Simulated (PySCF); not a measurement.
## Magnesium: a sound run and one with changed settings

Sound run: Mg [Ne] 3s2, Mg⁺ [Ne] 3s1. All numbers are calculated (PySCF 2.14, the non-relativistic Hamiltonian (point nucleus), in cc-pVTZ (5s4p2d1f, 34 functions)). In the sound run the correlated levels freeze [Ne]. The sound run starts from symmetry-adapted Hartree-Fock orbitals and uses a fine grid where one is needed.

Changed run: initial guess 1e, at most 50 SCF cycles.

```
species   method  sound run (hartree)  changed run (hartree)  converged
     Mg      UHF           -199.61335             -199.61335        yes
     Mg    B3LYP           -200.09770             -200.09770        yes
     Mg  CCSD(T)           -199.64708             -199.64708        yes
    Mg⁺      LDA           -198.84522             -198.84522        yes
```

Here the plain start reaches the same solutions.
